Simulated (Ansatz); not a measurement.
Geometry optimisation, UKS revPBE/6-31G* (Ansatz 0.2.0).

Input:

```yaml
crystal:
  periodic: [false, false, false]
  atoms:
    - { symbol: Si, position_ang: [0.0, 0.0, 0.0] }
    - { symbol: H, position_ang: [0.0, 0.0, 1.71] }
    - { symbol: "N", position_ang: [1.7163, 0.0, -0.6061] }
    - { symbol: H, position_ang: [2.2145, -0.918, -0.7868] }
    - { symbol: H, position_ang: [2.2175, 0.918, -0.7783] }
    - { symbol: H, position_ang: [-0.6877, 1.1914, -0.4862] }
    - { symbol: "N", position_ang: [-0.8572, -1.4851, -0.6061] }
    - { symbol: H, position_ang: [-1.3922, -2.1014, 0.0704] }
    - { symbol: H, position_ang: [-0.8219, -1.7344, -1.6357] }
    - { symbol: H, position_ang: [0.0, 0.0, 2.67] }
magnetization:
  spin_polarized: true
  initial_magnetization: 1
basis:
  gaussian: { orbitals: "6-31G*" }
hamiltonian:
  xc: revpbe
relax:
  f_tol: 0.15
  max_steps: 25
  restrain:
    - { distance: [1, 9], at: 1.86, k: 30.0 }
    - { distance: [0, 1], at: 1.46, k: 30.0 }
output:
  orbitals: {}
```

Command:

```bash
$ ansatz run input.yaml --threads 1 --pin off --max-ram 2048MiB --backend cpu --events-out ev --progress --plain --runs-dir out
```

**Question.** Where does it end, and by what steps?

**Answer.** The run converged. The restraints hold the end off the free minimum. After 8 steps the energy has fallen by 0.354 eV (the restraints' own energy left out); H10 moved furthest, 0.62 Å.

```json
{"step": "0", "energy less start (eV)": "0.0000", "largest force component (eV/Å)": "2.299", "accepted": "yes"}
{"step": "1", "energy less start (eV)": "0.0119", "largest force component (eV/Å)": "1.505", "accepted": "yes"}
{"step": "2", "energy less start (eV)": "-0.0519", "largest force component (eV/Å)": "1.808", "accepted": "yes"}
{"step": "3", "energy less start (eV)": "-0.2650", "largest force component (eV/Å)": "0.650", "accepted": "yes"}
{"step": "4", "energy less start (eV)": "-0.2847", "largest force component (eV/Å)": "1.357", "accepted": "yes"}
{"step": "5", "energy less start (eV)": "-0.3315", "largest force component (eV/Å)": "0.581", "accepted": "yes"}
{"step": "6", "energy less start (eV)": "-0.3364", "largest force component (eV/Å)": "0.754", "accepted": "yes"}
{"step": "7", "energy less start (eV)": "-0.3532", "largest force component (eV/Å)": "0.584", "accepted": "yes"}
{"step": "8", "energy less start (eV)": "-0.3542", "largest force component (eV/Å)": "0.626", "accepted": "yes"}
```

```xyz
10
Properties=species:S:1:pos:R:3
Si 0.080 -0.064 -0.083
H 0.013 -0.101 1.398
N 1.645 -0.034 -0.854
H 2.330 -0.750 -0.614
H 2.100 0.869 -0.996
H -0.539 1.249 -0.503
N -0.698 -1.553 -0.553
H -1.436 -1.929 0.043
H -0.909 -1.714 -1.538
H -0.196 -0.102 3.249
```

The run took 28 s on 1 thread of Arm Neoverse V2, on a shared host, peak memory 0.15 GiB.
